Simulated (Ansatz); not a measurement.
The first iterations of a band of CH3 + ClH3Si (9 atoms, charge 0, multiplicity 2).

Level of theory: UKS CAM-B3LYP-D4/def2-SVP (Ansatz 0.2.0).

```json
{"movable images": "9", "climbing image": "yes", "spring": "5.0 eV/Å²", "optimiser": "quadratic models (default)", "start path": "through a guess of the saddle point", "force threshold": "0.05 eV/Å", "iteration limit": "60", "end points": "relaxed"}
```

Initial state:

```xyz
9
Properties=species:S:1:pos:R:3
Si 0.001 0.000 -0.284
Cl 0.001 0.002 1.783
H 1.403 0.001 -0.767
H -0.702 1.214 -0.767
H -0.700 -1.216 -0.765
C 0.000 0.000 5.180
H -0.590 -0.917 5.164
H 1.088 -0.053 5.163
H -0.499 0.969 5.166
```

Final state:

```xyz
9
Properties=species:S:1:pos:R:3
Si 0.001 0.000 -0.581
Cl -0.001 0.000 3.075
H 1.417 0.000 -1.042
H -0.708 1.227 -1.042
H -0.708 -1.227 -1.042
C 0.000 0.000 4.858
H -0.560 -0.872 5.216
H 1.035 -0.049 5.215
H -0.475 0.921 5.216
```

| iteration | highest image above the first end (eV) | largest band force component (eV/Å) |
| --- | --- | --- |
| 1 | 1.395 | 2.544 |
| 2 | 1.299 | 1.513 |
| 3 | 1.388 | 0.979 |

Problem. Does the band converge within its limit, and where does its top end?

Solution. The run converged. It ended after 9 iterations with the highest image 1.298 eV above the first end. A vibrational analysis at the climbing image gives one clearly imaginary mode, 471i cm⁻¹: a first-order saddle point.

Time of the run: 3.4 min on 4 threads of Intel(R) Xeon(R) Platinum 8259CL CPU @ 2.50GHz (Skylake/Cascade Lake), on a shared host, peak memory 0.31 GiB.
